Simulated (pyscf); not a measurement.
This saddle point was located with ωB97X-D3(BJ)/def2-SVP in PySCF.

```xyz
7

Br    -0.0549     0.5911     1.8520
B     -1.2058    -0.2774    -0.1021
Br    -1.0012    -2.1913    -0.1245
Br    -2.9484     0.5059    -0.0981
O     -0.1799     0.4639    -0.8643
H      0.2733     0.8437     0.2404
H      0.4412    -0.1475    -1.2923
```
Charge 0, spin multiplicity 1.

Surface: singlet, charge 0. Lowest wavenumbers (cm⁻¹): 1170i, 95, 113, 176, 262.

**Question.** Name the species on either side of this saddle.

**Answer.** Br–B(Br)–Br (SMILES BrB(Br)Br) + H₂O (SMILES O) ⇌ HBr (SMILES Br) + HO–B(Br)–Br (SMILES OB(Br)Br), a four-centre exchange read from left to right: B–Br, H–O broken and Br–H, B–O formed. At ωB97M-D3(BJ)/def2-TZVP it lies +29.1 kJ/mol from the left side and +106.3 kJ/mol from the right (each side as separated species at their lowest minima found). On the reactant side the descent ends in an adduct with a B–O contact, 46.5 kJ/mol under the separated species and 80.0 kJ/mol under the saddle at ωB97X-D3(BJ)/def2-TZVP. What is counted as formed (B–O) is already present as a longer contact in the reactant adduct; forming that adduct is a step of its own. This is the saddle that the search found; another between the same sides may lie lower. Elements up to Kr have no core potential and no relativistic terms here.
